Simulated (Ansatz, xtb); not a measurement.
Isomers of C2H5Si+ in order of energy

4 gas-phase structures of C2H5Si+, found in a search over its isomers (lower ones may exist). Each was relaxed with GFN2-xTB:

A. `CC=[SiH+]`, a singlet
B. `C1C[SiH+]1`, a singlet
C. `C=C[SiH2+]`, a singlet
D. a singlet given by its coordinates

D (Å):

```tsv
atom	x (Å)	y (Å)	z (Å)
C	-1.4119	2.0199	-0.8992
C	1.7682	0.7471	0.1901
Si	0.1268	1.4044	-0.3772
H	-1.5287	3.0369	-1.2539
H	-2.3041	1.4052	-0.8946
H	2.4148	0.5059	-0.6642
H	1.6386	-0.1660	0.7841
H	2.2903	1.4828	0.8154
```

Close contacts (Å): C1–Si3 1.74, C2–Si3 1.86, C1–H4 1.08, C1–H5 1.08, C2–H6 1.10, C2–H7 1.10, C2–H8 1.10.

Problem. Make a reasoned guess at their ranking by r2SCAN-D4/def2-SVP single-point energy.

Solution. Calculated order at r2SCAN-D4/def2-SVP: C (0.0), D (19.6), B (22.0), A (39.5) kcal/mol.

Energies above the lowest of each column, in kcal/mol; the last columns are at B3LYP-D3(BJ)/6-311G** geometries and were run for some of them only (a dash: not run or not comparable):

| structure | GFN2-xTB | HF/STO-3G | r2SCAN-D4/def2-SVP | B3LYP-D3(BJ)/6-311G** | CCSD(T)/def2-TZVP |
| --- | --- | --- | --- | --- | --- |
| C | 0.0 | 0.0 | 0.0 | 0.0 | 0.0 |
| D | 9.9 | 36.8 | 19.6 | 20.9 | 19.5 |
| B | 16.2 | 21.9 | 22.0 | 26.1 | 24.5 |
| A | 17.0 | 53.2 | 39.5 | – | – |

Every level run on C puts it lowest or level with the lowest. Flexible structures stand in one conformer each, not always the lowest. Frequencies (B3LYP-D3(BJ)/6-311G**) were run for B, C, D alone.

Over these structures GFN2-xTB departs from r2SCAN-D4/def2-SVP by 6.6 kcal/mol on average once a common shift is removed. A GFN2-xTB relaxation took about 0.3 s and the r2SCAN-D4/def2-SVP energy about 2.7 s on a shared host (Ansatz 0.2.0, xtb 6.7.1 (Pople sets with spherical d functions)).
